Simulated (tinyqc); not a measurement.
A ladder of methods, and size consistency: correlation methods against full CI in the sto-6g basis, for LiH, spin multiplicity 1. Computed by the program tinyqc with PySCF. 

Geometry (angstrom):
```
atom       x       y       z
Li    0.0000  0.0000  0.0000
H     0.0000  0.0000  1.7290
```

RHF energy of one = -7.945064 hartree

All electrons correlated; +Q is the Davidson correction (1 - c0^2) E_corr. The last columns treat two copies 100 angstrom apart as one system. FCI is the lowest singlet.

Correlation energies (hartree):
```
method   E_corr of one  share of FCI (%)  E_corr of two at 100 angstrom  two minus twice one (mhartree)
MP2           -0.01407            61.564                       -0.02814                       -2.87e-05
CISD          -0.02284            99.935                       -0.04438                           1.301
CISD+Q        -0.02355           103.022                       -0.04679                           0.302
CCSD          -0.02284            99.949                       -0.04569                       -6.48e-05
CCSD(T)       -0.02285            99.990                       -0.04571                       -6.46e-05
FCI           -0.02286           100.000                              -                               -
```

MP2 recovers 62 %, CISD 99.9 % and CCSD 99.9 % of the FCI value (c0^2 = 0.969 in CISD). MP2 and coupled cluster are size consistent, so their last column vanishes but for a trace of long-range electrostatics; CISD loses 1.30 mhartree, since a double excitation on each copy is a quadruple of the pair, and the Davidson correction leaves +0.30.
